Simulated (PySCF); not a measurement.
**Threshold energies of SF in a plasma**

CCSD(T) in PySCF with def2-TZVPPD on every atom, for the lowest determinant that a PBE0 search found; no spin–orbit coupling.

| species | state (unpaired electrons) | Re (Å) | ωe (cm⁻¹) | energy of the minimum from the neutral (eV) | De (eV) | dissociates to |
| --- | --- | --- | --- | --- | --- | --- |
| SF | doublet (π ↑) | 1.607 | 833 | 0.00 | 3.43 | S + F |
| SF⁺ | triplet (π ↑↑) | 1.514 | 1014 | 9.99 | 3.55 | S⁺ + F |
| SF⁻ | singlet (closed shell) | 1.731 | 632 | -2.17 | 2.34 | S + F⁻ |

Q: Work out the lowest energy to break SF into atoms, from its vibrational ground state.

A: D0 = De − ωe/2 = 3.43 − 0.05 = 3.38 eV (CCSD(T)/def2-TZVPPD).

Q: Work out the ionisation energy of the S atom at this level and the threshold of dissociative ionisation.

A: IE(S) = 9.99 + 3.55 − 3.43 = 10.11 eV, so S⁺ + F + e⁻ appears at D0 + IE(S) = 13.49 eV (CCSD(T)/def2-TZVPPD). The measured IE(S) is 10.36 eV (NIST ASD).

Q: Work out the electron affinity of the F atom and the threshold of dissociative attachment.

A: EA(F) = 3.43 − 2.34 − (-2.17) = 3.26 eV, so S + F⁻ needs D0 − EA(F) = 0.12 eV (CCSD(T)/def2-TZVPPD). The measured EA(F) is 3.401 eV.

Q: At which energy does ion-pair formation open?

A: S⁺ + F⁻ lies at D0 + IE(S) − EA(F) = 10.23 eV (CCSD(T)/def2-TZVPPD).

These are thermodynamic thresholds; the onsets seen under electron impact lie higher where the geometry changes, and cross-sections peak well above them.

Correlated steps freeze 6 core orbitals. For an ion De counts to the pair picked by the measured ionisation energies or electron affinities, which need not be the lowest pair at this level. Where the molecule has an RHF reference, its open-shell atoms are computed with UHF. States were picked by a PBE0 search and need not be the measured ground states.
